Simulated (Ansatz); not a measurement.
α-N2 was calculated with r²SCAN0-D4 (PAW; Ansatz, a quantum-chemistry and plane-wave program).

The cell is the one relaxed with r²SCAN-D4: a = b = c = 5.5987 Å, α = β = γ = 90.00°.

Q: Give the computed lattice energy.

A: 
- lattice energy = 7 kJ/mol
